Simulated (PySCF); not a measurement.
Match each property card to its molecule.

Structures:
1. `[SiH2]=S`
2. `C=P/C=C\C`
3. `[H]/N=C\CNC=O`
4. `C=NNC`

Card P (geometry GFN2-xTB):
- Rotational constants A, B, C: 12.312, 2.181, 1.874 GHz
- Static isotropic polarisability (CAM-B3LYP/def2-SVPD): 78.8 au
- HOMO energy (CAM-B3LYP/def2-SVPD): -8.00 eV
- Point group: Cs
- Lowest singlet excitation (TDDFT CAM-B3LYP/def2-SVPD): 4.47 eV (277 nm, f = 0.007)
- 13C chemical shifts (computed TMS as zero) by class (GIAO PBE0/pcSseg-1): 175.2 (1 C), 150.8 (1 C), 150.4 (1 C), 20.7 (1 C) ppm

Card Q (geometry GFN2-xTB):
* Rotational constants A, B, C: 8.386, 2.075, 2.013 GHz
* Static isotropic polarisability (PBE0/def2-SVPD): 55.7 au
* Lowest singlet excitation (TDDFT PBE0/def2-SVPD): 5.32 eV (233 nm, f = 0.003)
* Point group: C1
* Strongest line among the 8 lowest singlet transitions (TDDFT PBE0/def2-SVPD): S6 at 6.93 eV (179 nm, f = 0.046)
* Lowest triplet excitation (Tamm–Dancoff) (TDA PBE0/def2-SVPD): 4.45 eV

Card R (geometry GFN2-xTB):
- Rotational constants A, B, C: 19.705, 6.263, 4.920 GHz
- Static isotropic polarisability (wB97X-D/def2-SVPD): 44.6 au
- Largest of the computed one-bond spin–spin couplings (means over like bonds) (B3LYP/pcJ-1, spin–dipole term left out for some pairs): 13C–1H +193.9, 13C–1H +160.0, 13C–1H +140.7 (×3), 15N–1H -104.1, 15N–15N -13.6, 15N–13C -9.0, 15N–13C -6.2 Hz
- Isotropic shieldings of nuclei other than C and H, by class (GIAO PBE0/pcSseg-1): -134 (1 N), 136 (1 N) ppm
- 13C chemical shifts (computed TMS as zero) by class (GIAO PBE0/pcSseg-1): 115.1 (1 C), 31.8 (1 C) ppm

Card S (geometry GFN2-xTB):
- Rotational constants A, B, C: 179.011, 7.723, 7.404 GHz
- Static isotropic polarisability (CAM-B3LYP/def2-SVPD): 50.5 au
- Lowest singlet excitation (TDDFT CAM-B3LYP/def2-SVPD): 2.91 eV (426 nm, f = 0.000)
- HOMO energy (CAM-B3LYP/def2-SVPD): -8.46 eV
- Strongest line among the 8 lowest singlet transitions (TDDFT CAM-B3LYP/def2-SVPD): S2 at 4.75 eV (261 nm, f = 0.110)

Each SMILES stands for a single optimised conformer of the isolated species, non-relativistic unless stated; the electronic structure was computed with PySCF and density fitting. NMR classes are plain means over equivalent atoms (diastereotopic ones count apart unless rotation or inversion swaps them), as if these changed places fast.

Question: Which card belongs to which structure?

Answer: P = 2, Q = 3, R = 4, S = 1. What ties each card to its structure:
- 1 (card S), H2SSi, monoisotopic mass 62.0 u, 2 heavy atoms: an asymmetric top with C = 7.404 GHz, the highest such constant on the cards; polarisability 50.5 au for 32 electrons.
- 2 (card P), C4H7P, monoisotopic mass 86.0 u, 5 heavy atoms: 4 C in 4 classes; point group Cs; the least shielded carbon (175.2 ppm) is a carbon bonded to P and 2 H; an asymmetric top with C = 1.874 GHz, the lowest such constant on the cards; polarisability 78.8 au for 46 electrons.
- 3 (card Q), C3H6N2O, monoisotopic mass 86.0 u, 6 heavy atoms: point group C1; an asymmetric top with C = 2.013 GHz; polarisability 55.7 au for 46 electrons.
- 4 (card R), C2H6N2, monoisotopic mass 58.1 u, 4 heavy atoms: 2 C in 2 classes; the least shielded carbon (115.1 ppm) is a C=N carbon; an asymmetric top with C = 4.920 GHz; polarisability 44.6 au for 32 electrons.
